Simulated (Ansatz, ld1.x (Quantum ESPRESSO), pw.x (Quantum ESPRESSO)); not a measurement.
**V (Z = 23) (bcc): variants of one RRKJ potential in the solid**

V (Z = 23), norm-conserving RRKJ (Kleinman–Bylander form), made with ld1.x (Quantum ESPRESSO) 7.5 (LDA (PW92), scalar-relativistic). Core [Ar], reference 3d3 4s2 4p0. Waves: 4p (bound, empty): rc 2.65 bohr; 3d (bound): rc 1.70 bohr; 4s (bound): rc 2.95 bohr. Local part: the s channel. Core correction: Bessel-smoothed model core, default radius (core density twice the valence density). rho0 = 0.001.

Crystal test: bcc V in pw.x 7.5, no spin, 16³ k-points, Fermi–Dirac smearing 0.01 Ry, cutoffs set for each file from its atomic test. The reference is all-electron LAPW (Ansatz 0.2.0) with the same functional, mesh and smearing; V0 and B0 come from Birch–Murnaghan fits to the pressures at five volumes. Errors are pseudo minus all-electron; Δ is the rms difference of the E(V) curves that follow from these fits, minima aligned, over ±6 % about the mean V0. Mesh and smearing are coarse, so the numbers serve the comparison and aren't converged zero-temperature values; the lattice is a test structure that the element need not adopt.

All-electron: a0 = 2.929 Å (V0 = 12.57 Å³/atom), B0 = 206.3 GPa.

Base: The largest radius (2.95 bohr) exceeds half the bond length (2.39 bohr), so the spheres overlap, which is one possible source of error among others. This is a poor potential for the solid. Atomic configuration tests: 1 of 9 tests not solved or not reliable.

1 further variants are left out: they gave no file fit for a test, a broken result, the same result as the base, or pressures whose basis-set error rivals the error shown.

A dash in a converged row means that the minimum lies outside the volumes sampled.

```csv
change,cutoffs (Ry),pw.x,a0 (Å),a0 error (%),B0 error (%),Δ (meV/atom),mean pressure error (GPa)
base,85/340,converged,–,–,–,–,+16.41
"all radii but the core radius scaled by about 0.94 (s 2.78, p 2.50, d 1.60 bohr)",85/340,converged,–,–,–,–,+19.67
"all radii but the core radius scaled by about 1.04 (s 3.08, p 2.76, d 1.78 bohr)",75/300,converged,–,–,–,–,+14.00
"all radii but the core radius scaled by about 1.21 (s 3.58, p 3.22, d 2.06 bohr)",70/280,converged,2.902,-0.93,-6.4,15.6,-5.61
"all radii but the core radius scaled by about 1.35 (s 3.98, p 3.58, d 2.30 bohr)",55/220,converged,–,–,–,–,-66.70
```
